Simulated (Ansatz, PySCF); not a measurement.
chloroform (CHCl3), SMILES ClC(Cl)Cl.

Geometry: TPSSh-D3(BJ)/def2-SVP.

Vertical ionisation energy (IE) and electron affinity (EA) in eV. Rows of orbital energies are one-electron estimates. Where ΔSCF, EOM or ADC give a negative EA the extra electron is unbound and the value depends on the basis.

```tsv
level	IE	EA
−ε(HOMO), −ε(LUMO), M06-2X/def2-TZVPD (PySCF)	10.32	0.32
−ε(HOMO), −ε(LUMO), PBE/def2-TZVPD (PySCF)	7.53	2.30
ΔSCF, PBE0/def2-SVPD (Ansatz), final states of multiplicity 2 and 2	11.24	-0.58
ΔSCF, PBE/def2-SVPD (Ansatz), final states of multiplicity 2 and 2	10.72	-0.41
```

### Question
What vertical singlet–triplet gap does ΔSCF give with PBE0/def2-SVPD (Ansatz, a first-principles code) and with PBE/def2-SVPD (Ansatz)? (The exact figures need the calculation; the answer reports its results.)

### Answer
5.95 and 5.37 eV (triplet above singlet where positive).
